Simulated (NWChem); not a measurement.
Ionisation of Li (+1)

SMILES: [Li+]
```xyz
1

Li     0.0000     0.0000     0.0000
```
Charge +1, spin multiplicity 1.

The numbers come from NWChem runs, not from measurements.

Basis set: def2-TZVPD. The species with one electron less has spin multiplicity 2. Δ marks differences of total energies (open shells unrestricted). −ε marks an orbital energy of the parent. That orbital need not have the symmetry of the hole or added electron in the Δ rows.

The stability of the SCF solutions was not checked.

**Question.** One of these methods gave a first vertical ionisation energy of 64.91 eV. Which?
A. ΔPBE0
B. −ε(HOMO) of LC-wPBE (omega 0.3 per bohr)
C. evGW0@PBE
D. G0W0@PBE

**Answer.** B, −ε(HOMO) of LC-wPBE (omega 0.3 per bohr). The others give 74.87 (evGW0@PBE), 74.39 (G0W0@PBE), 75.42 (ΔPBE0).
